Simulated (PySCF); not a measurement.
**Core-level binding energies of E-propargylimine**

E-propargylimine, C3H3N.
Cartesian coordinates in Å at the PBE0-D3(BJ)/def2-SVP level; atoms count from 1:
```
atom  x, y, z in Å
H1     2.4024    0.0745   -0.5954
N2     1.4195    0.3121   -0.7589
C3     0.7092   -0.1460    0.1927
C4    -0.7149    0.0307    0.2352
C5    -1.9182    0.1463    0.3294
H6     1.1211   -0.7065    1.0537
H7    -2.9852    0.2597    0.3932
```

The calculation used delta-SCF UKS SCAN, pcX-2 on the ionised atom, pcseg-1 elsewhere, spin-free X2C (PySCF). Binding energies are ΔSCF values: E(core-ionised, relaxed orbitals) − E(ground state) at a fixed geometry, referred to the vacuum level.

**Question.** List the computed XPS lines with their assignment.

**Answer.** 
```json
{"atom(s)": "N2", "bonded to": "C (double bond) and H", "level": "N 1s", "binding energy (eV)": "404.86", "above the level's lowest (eV)": "0.00", "count": "1"}
{"atom(s)": "C3", "bonded to": "N (double bond), C and H", "level": "C 1s", "binding energy (eV)": "292.97", "above the level's lowest (eV)": "+2.05", "count": "1"}
{"atom(s)": "C4", "bonded to": "C (triple bond) and C", "level": "C 1s", "binding energy (eV)": "291.22", "above the level's lowest (eV)": "+0.30", "count": "1"}
{"atom(s)": "C5", "bonded to": "C (triple bond) and H", "level": "C 1s", "binding energy (eV)": "290.92", "above the level's lowest (eV)": "0.00", "count": "1"}
```

Lowest listed C 1s: C5, bonded to C (triple bond) and H. Highest, 2.05 eV above it: C3, bonded to N (double bond), C and H. Summing the Pauling electronegativity differences to the bonded atoms, each weighted by its formal bond order, gives -0.35 for the lowest site and +0.63 for the highest; no listed site has a larger sum than the highest.

**Question.** Which photon energy gives electrons from C 1s of C4 a kinetic energy of 20 eV, and what is their de Broglie wavelength?

**Answer.** hν = 291.22 + 20 = 311.22 eV, recoil neglected; λ = 12.264 Å/√(E/eV) = 2.74 Å.

Spin contamination (⟨S²⟩ against 0.75 for a pure doublet) is marked for C 1s of C3 (0.96), C 1s of C4 (0.91) and C 1s of C5 (0.89), which makes these values less certain. Isolated species at its PBE0-D3(BJ)/def2-SVP geometry, gas phase.

Hardware: one thread, Intel Xeon Platinum 8259CL at 2.50 GHz (x86_64), shared host with 96 logical CPUs at a one-minute load of 34. Cost: 13 s wall, 0.47 GiB resident at most.
